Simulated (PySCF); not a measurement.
**A thermochemical cycle for AlO**

PBE0 in PySCF with def2-TZVP on every atom, for the lowest determinant that a PBE0 search found; no spin–orbit coupling. AlO, a doublet (σ ↑), has De = 5.04 eV to neutral atoms, and AlO⁺, a triplet (σ ↑, π ↑), has De = 1.42 eV to Al⁺ + O.

At the same level the Al atom ionises at 6.08 eV.

Q: What is the adiabatic ionisation energy of the molecule, and does ionisation strengthen or weaken the bond?

A: IE = IE(Al) + De(neutral) − De(ion) = 6.08 + 5.04 − 1.42 = 9.70 eV. De changes by -3.62 eV, so ionisation weakens the bond.

For an ion De counts to the pair picked by the measured ionisation energies or electron affinities, which need not be the lowest pair at this level. States were picked by a PBE0 search and need not be the measured ground states.
